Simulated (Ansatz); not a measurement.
Al₂Si was relaxed with B3LYP-D4 (def2-TZVP) in Ansatz in these states: charge +1 doublet, neutral quintet, neutral triplet. The geometries follow in no particular order.

A:

```csv
atom,x (Å),y (Å),z (Å)
Al1,0.9673,-0.6072,-1.0785
Al2,-0.4863,1.4917,0.0761
Si3,-0.4810,-0.8846,1.0024
```

B:

```xyz
3

Al   -0.394    1.280    0.820
Al    0.684   -0.215   -1.397
Si   -0.290   -1.065    0.577
```

C:

Cartesian coordinates in Å:
```
Al -0.368 -1.407 -0.179
Al -0.934 1.117 0.168
Si 1.302 0.291 0.011
```

**Question.** Judge from the bond lengths which geometry belongs to which state (an estimate).

**Answer.** A is the neutral quintet (Al1–Al2 2.802 Å, Al1–Si3 2.550 Å, Al2–Si3 2.550 Å); B is the neutral triplet (Al1–Al2 2.884 Å, Al1–Si3 2.360 Å, Al2–Si3 2.360 Å); C is the charge +1 doublet (Al1–Al2 2.610 Å, Al1–Si3 2.389 Å, Al2–Si3 2.389 Å).

At PBE0-D4/def2-TZVP a broken-symmetry singlet lies 0.62 eV below the neutral quintet. These are the stationary points nearest to one start from a short search; other shapes may lie lower in each state.
